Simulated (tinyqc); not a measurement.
Ways to converge the cycle: SCF convergence aids in the sto-3g basis, for CH4, spin multiplicity 1. Computed by the program tinyqc with PySCF. 

Geometry (angstrom):
```
atom        x        y        z
C      0.0000   0.0000   0.0000
H      0.7010   0.7010   0.7010
H      0.7010  -0.7010  -0.7010
H     -0.7010   0.7010  -0.7010
H     -0.7010  -0.7010   0.7010
```

lowest restricted solution found by these runs and by PySCF = -39.679093 hartree

RHF with one setting changed at a time; a run stops when the energy changes by less than 1e-09 hartree and the error matrix is below 1e-5. The start is random orbitals. Damping d keeps d of the old density; a shift (hartree) raises the virtual levels; DIIS n extrapolates F over n matrices.

Largest element of the error matrix X^T (FDS - SDF) X:
```
iteration    plain  damping 0.3  damping 0.6  shift 0.4   DIIS 3   DIIS 8
1          9.8e+00      9.8e+00      9.8e+00    9.8e+00  9.8e+00  9.8e+00
2          4.3e-01      2.8e+00      5.6e+00    4.6e-01  4.3e-01  4.3e-01
3          1.3e-01      9.1e-01      3.4e+00    2.8e-01  1.3e-01  1.3e-01
4          4.0e-02      2.9e-01      2.0e+00    1.5e-01  3.7e-02  3.7e-02
5          9.6e-03      9.4e-02      1.2e+00    7.8e-02  4.9e-03  3.5e-03
6          3.5e-03      3.0e-02      7.6e-01    4.0e-02  5.4e-04  3.9e-04
8          3.7e-04      7.1e-03      2.8e-01    1.1e-02  1.7e-05  7.8e-06
10         4.3e-05      2.1e-03      1.1e-01    2.9e-03        -        -
14               -      1.7e-04      1.5e-02    2.1e-04        -        -
20               -      4.2e-06      1.4e-03          -        -        -
30               -            -      6.5e-05          -        -        -
45               -            -      6.6e-07          -        -        -
```

How each run ends:
```
run          iterations  E (hartree)         state
plain                12    -39.67909  lowest found
damping 0.3          22    -39.67909  lowest found
damping 0.6          47    -39.67909  lowest found
shift 0.4            19    -39.67909  lowest found
DIIS 3                9    -39.67909  lowest found
DIIS 8                9    -39.67909  lowest found
```

6 of 6 runs reach the lowest restricted solution found, in 9 to 47 iterations (fastest: DIIS 3, DIIS 8). Plain steps already contract here, so damping only slows them. DIIS 3 and DIIS 8 gain by cancelling the error over several earlier matrices, much as a quasi-Newton step does.
